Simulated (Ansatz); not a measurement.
Mo (bcc, W type): values from a third-order Birch-Murnaghan fit to a volume scan beside measured ones. Computed values: PBE (plane waves to 420 eV, PAW, scalar-relativistic; Ansatz, a quantum-chemistry and plane-wave program). Mo is run without spin polarisation. Mo was relaxed with its symmetry unable to fall. The PAW data are Ansatz's earlier set.

| quantity | reference | kind | PBE | difference |
|---|---|---|---|---|
| Lattice constant a (Å) | 3.141 | measured, corrected to the static lattice | 3.161 | +0.6 % |

PBE overestimates the lattice constant a by 0.6 %.

References as given in: Daniel Mejia-Rodriguez, S. B. Trickey, Physical Review B (2018), arXiv:1807.09216.

(Under strain, the slope of the energy per volume gives the stress and its curvature an elastic modulus.)
